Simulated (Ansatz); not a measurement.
[H···H···CH$_{2}$], triplet: the ladder up to UCCSDT(Q)

All five atoms lie in one plane.

Geometry: a point of a hydrogen-transfer path between rigid fragments, not a stationary point.

```yaml
atoms:
  - { symbol: H, position_ang: [-1.9779, 0.0000, 0.0000] }
  - { symbol: H, position_ang: [-0.9399, 0.0000, 0.0000] }
  - { symbol: C, position_ang: [0.1501, 0.0000, 0.0000] }
  - { symbol: H, position_ang: [0.5646, 0.0000, 0.9962] }
  - { symbol: H, position_ang: [0.5646, 0.0000, -0.9962] }
```

Basis cc-pVTZ; Ansatz 0.2.0. Correlated methods freeze the noble-gas cores, which leaves 8 electrons in 85 orbitals. Prefix R: restricted or restricted open-shell reference; prefix U: unrestricted. Active spaces: pair = (4e, 4o) about the gap; valence = (8e, 8o) chosen from the atoms' valence shells.

Full CI isn't at hand for all of this; UCCSDT(Q) serves as the reference, and is uncertain by about the last step of the cluster series. The frozen core follows each run's orbitals, which can shift R against U totals by a few meV.

```
UHF ⟨S²⟩                          : 2.026
T1 diagnostic (RCCSD)             : 0.0229
largest doubles amplitude (RCCSD) : 0.033
T1 diagnostic (UCCSD)             : 0.0119
```

```csv
level,E − E(RHF) (eV)
UHF,-0.2614
RMP2,-4.7985
UMP2,-4.7782
RCCSD,-5.4025
UCCSD,-5.4080
RCCSD(T),-5.5517
UCCSD(T),-5.5516
```

Estimate how far UCCSDT(Q) in cc-pVTZ lies from RCCSD(T). The table doesn't fix it; the size of (T) and the diagnostics are the guide.

UCCSDT(Q) in cc-pVTZ lies 1.8 kJ/mol below RCCSD(T), which is 13 % of the (T) step (-14.4 kJ/mol). The diagnostics are small and one determinant leads, so the series closes fast and only a small part of (T) is left.

The other levels:

```csv
level,E − E(UCCSDT(Q)) (kJ/mol),share of correlation (%),wall time
BCCD(T),1.9,99.65,2.1 s (H100)
RCCSDT,0.5,99.91,–
UCCSDT,0.4,99.93,–
RCCSDT(Q),0.1,99.98,4.5 s (H100)
CASSCF (pair space),484.7,9.82,–
NEVPT2 (pair space),77.6,85.56,2.2 s (H100)
CASSCF (valence space),369.9,31.18,–
NEVPT2 (valence space),79.2,85.27,3.1 s
MRCISD (valence space),19.7,96.33,–
MRCISD+Q (valence space),3.3,99.39,3.3 s (H100)
```

The correlation energy at UCCSDT(Q), counted from RHF, is -5.571 eV. That run took 4.1 s on 2 threads of AMD EPYC 7R13 with a shared H100 80 GB, shared host.

Times hold each run's SCF and search for its determinant on a shared host, so for small cases they say little of a method's own cost; rows without a card ran on 1 thread of AMD EPYC 7R13.

Natural occupations of CASSCF (valence space) about the gap: 1.981 1.978 1.977 1.000 1.000 0.025 0.020 0.018; effectively unpaired electrons, Σ n²(2−n)², 2.01.
